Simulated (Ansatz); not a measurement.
## Relative stability

The two ends of one reaction step of CH10Si2, singlet (PBE0-D4/def2-TZVP).

A:

Si1  (-0.854, 0.629, 0.215)
H2  (0.026, -3.002, 0.585)
H3  (-1.867, -0.456, 0.350)
H4  (-1.588, 1.927, 0.231)
C5  (0.367, 0.562, 1.638)
H6  (0.446, -2.818, -0.004)
Si7  (0.218, 0.414, -1.854)
H8  (0.902, -0.390, 1.644)
H9  (1.102, 1.365, 1.556)
H10  (-0.149, 0.669, 2.595)
H11  (1.203, 1.515, -2.046)
H12  (0.957, -0.878, -1.936)
H13  (-0.762, 0.462, -2.973)
(Å)

B:

```csv
atom,x (Å),y (Å),z (Å)
Si1,-0.1077,-0.2082,1.0305
H2,0.8430,-1.3455,0.9057
H3,-1.4608,-0.6826,0.6336
H4,0.3103,0.8520,0.0717
C5,-0.1228,0.4574,2.7786
H6,-0.0340,-1.3066,-2.0359
Si7,0.1834,-0.1700,-2.9668
H8,-0.4284,-0.3172,3.4854
H9,0.8698,0.8092,3.0684
H10,-0.8194,1.2937,2.8692
H11,1.5162,0.4323,-2.7137
H12,0.1242,-0.6656,-4.3663
H13,-0.8738,0.8511,-2.7603
```

Computed with Ansatz 0.2.0 (basis: def2-TZVPP); correlated methods freeze the cores. B3LYP uses VWN-RPA correlation.

(1) Which structure is lower at CCSD(T), and by how much? (Judge from chemistry; the value comes from the calculation.)

No T1 diagnostic of these runs exceeds 0.012.

## Answers

(1) The calculation gives: B, by 0.269 eV (electronic energy, against the other). By their contacts, A is a complex of CH₈Si₂ ([CH3][SiH2][SiH3]) + H₂ and B is a complex of CH₆Si ([CH3][SiH3]) + SiH₄.

All methods give the same order:

```
      method  E(B) − E(A) (eV)
       SPW92            -0.142
      PBE-D4            -0.087
     BLYP-D4            -0.203
   r2SCAN-D4            -0.178
      B97M-V            -0.221
     PBE0-D4            -0.148
    B3LYP-D4            -0.249
  r2SCAN0-D4            -0.215
    BHLYP-D4            -0.325
CAM-B3LYP-D4            -0.315
     wB97X-V            -0.254
     wB97M-V            -0.291
      B2PLYP            -0.299
    PBE-QIDH            -0.229
  RPA on PBE            -0.304
          HF            -0.518
         MP2            -0.265
        CCSD            -0.314
     CCSD(T)            -0.269
```

Labels in which every atom is bracketed show which atoms are joined, not bond orders.

For scale, one of the runs: CCSD(T)/def2-TZVPP, 255 basis functions, launched by `ansatz run in.yaml --threads 4 --pin off --events-out ev --progress --plain --max-ram 9574MiB`. Hardware: 4 CPU threads of an Intel Xeon, shared host. Wall time 110 s; peak host memory 5.2 GiB.
